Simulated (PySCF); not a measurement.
**[C4H4N]-: core ionisation energies**

Compound: C4H4N (charge -1).
Z-matrix (Å and degrees, GFN2-xTB geometry), rows numbered from 1:
```
C 
C   1  1.4035
C   2  1.3831  1  105.40
N   3  1.3488  2  112.20  1    -0.01
C   4  1.3488  3  104.82  2     0.01
H   1  1.0854  2  127.31  3  -179.99
H   2  1.0854  1  127.31  3   179.99
H   3  1.0866  2  127.60  1   179.96
H   5  1.0864  1  127.59  2   179.98
```

Computed with delta-SCF UKS SCAN, pcX-2 on the ionised atom, pcseg-1 elsewhere, spin-free X2C (PySCF). Binding energies are ΔSCF values: E(core-ionised, relaxed orbitals) − E(ground state) at a fixed geometry, referred to the vacuum level.

**Question.** Give the core binding energies atom by atom.

**Answer.** 
```tsv
atom(s)	environment	level	binding energy (eV)	above the level's lowest (eV)	count
C1/C2	aromatic CH carbon	C 1s	283.81	0.00	2
C3/C5	aromatic CH next to a ring nitrogen	C 1s	284.20	+0.39	2
N4	two-coordinate ring nitrogen	N 1s	397.60	0.00	1
```

The listed C 1s values span 0.39 eV, from C1/C2 (bonded to 2 C (aromatic in the SMILES) and H) to C3/C5 (bonded to N (aromatic in the SMILES), C (aromatic in the SMILES) and H).

**Question.** Which effective nuclear charge Zeff reproduces each element's mean 1s value in the hydrogen-like formula E = 13.606 eV × Zeff²?

**Answer.** C (Z = 6): mean 284.0 eV, Zeff = 4.57, Z − Zeff = 1.43; N (Z = 7): mean 397.6 eV, Zeff = 5.41, Z − Zeff = 1.59. Means run over the listed sites, weighted by atom count.

Atoms equivalent by their bonding share one computed value, that of the first of them. The species carries charge -1, so core ionisation leaves a neutral species. The basis sets have no added diffuse functions. Geometry: GFN2-xTB; no solvent, vibrations or thermal averaging.

Time: 9.5 s wall. Hardware: x86-64 server, one thread (shared host).
